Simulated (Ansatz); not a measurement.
AlH3, triplet in cc-pVDZ: errors against full CI

Geometry: a point of a breathe scan, not a stationary point.

```yaml
atoms:
  - { symbol: Al, position_ang: [0.0000, 0.0967, -0.1243] }
  - { symbol: H, position_ang: [0.0000, -1.7841, -0.9802] }
  - { symbol: H, position_ang: [0.5468, -0.4027, 2.1541] }
  - { symbol: H, position_ang: [-0.5468, -0.4027, 2.1541] }
```

Basis cc-pVDZ; Ansatz 0.2.0. Correlated methods freeze the noble-gas cores, which leaves 6 electrons in 28 orbitals. R marks a restricted (for open shells ROHF) determinant, U an unrestricted one. Active spaces: pair = (4e, 4o) about the gap; valence = (6e, 7o) chosen from the atoms' valence shells.

Full CI is exact within this basis and frozen core; it isn't the basis-set limit. The frozen core follows each run's orbitals, which can shift R against U totals by a few meV.

For open shells CISD is restricted-active-space CI with the open shells as a complete middle space.

* UHF ⟨S²⟩: 2.078
* T1 diagnostic (RCCSD): 0.0576
* largest doubles amplitude (RCCSD): 0.121
* T1 diagnostic (UCCSD): 0.0325

```tsv
level	E − E(full CI) (mEh)	share of correlation (%)	wall time
RHF	108.24	0.00	–
UHF	101.14	6.56	–
RMP2	35.32	67.37	–
UMP2	33.75	68.82	–
CISD	8.72	91.95	0.48 s
RCCSD	3.78	96.51	–
UCCSD	3.17	97.07	–
RCCSD(T)	1.18	98.91	0.78 s
UCCSD(T)	1.08	99.00	0.93 s
BCCD(T)	1.11	98.97	0.99 s
RCCSDT	0.10	99.91	–
UCCSDT	0.07	99.94	–
RCCSDT(Q)	0.03	99.97	3.8 s
UCCSDT(Q)	0.00	100.00	3.8 s
CASSCF (pair space)	81.22	24.96	–
MRCISD (pair space)	7.30	93.26	–
MRCISD+Q (pair space)	-0.29	100.27	1 s
CASSCF (valence space)	47.02	56.56	–
NEVPT2 (valence space)	15.06	86.08	1 s
MRCISD (valence space)	2.42	97.77	–
MRCISD+Q (valence space)	0.77	99.29	1.5 s
```

The correlation energy at full CI, counted from RHF, is -2.945 eV. That run took 29 s on 1 thread of Arm Neoverse V1, shared host over 5,365,800 determinants.

Times hold each run's SCF and search for its determinant on a shared host, so for small cases they say little of a method's own cost; they ran on 1 thread of Arm Neoverse V1.

More than 5 meV below full CI, which no variational method can be: MRCISD+Q (pair space).

The full-CI state has the irrep A'' of Cs, in the program's axes.

Natural occupations of full CI about the gap: 1.935 1.898 0.992 0.978 0.057 0.054 0.029 0.008 0.008 0.006; effectively unpaired electrons, Σ n²(2−n)², 2.08.
